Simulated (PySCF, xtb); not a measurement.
H3Si, SMILES [SiH3], multiplicity 2.

Harmonic wavenumbers (cm⁻¹) from xtb with GFN2-xTB at its own minimum, in rising order: 492, 765, 766, 2359, 2388, 2388.

**Question.** What does B3LYP-D3(BJ)/def2-TZVPD (PySCF) give at its own minimum? (Estimate from the structure and the level; the computed values follow.)

**Answer.** 768, 936, 936, 2192, 2231, 2231. Paired by order, the mean absolute difference is 183 cm⁻¹ and the zero-point energies are 13.1 and 13.3 kcal/mol.
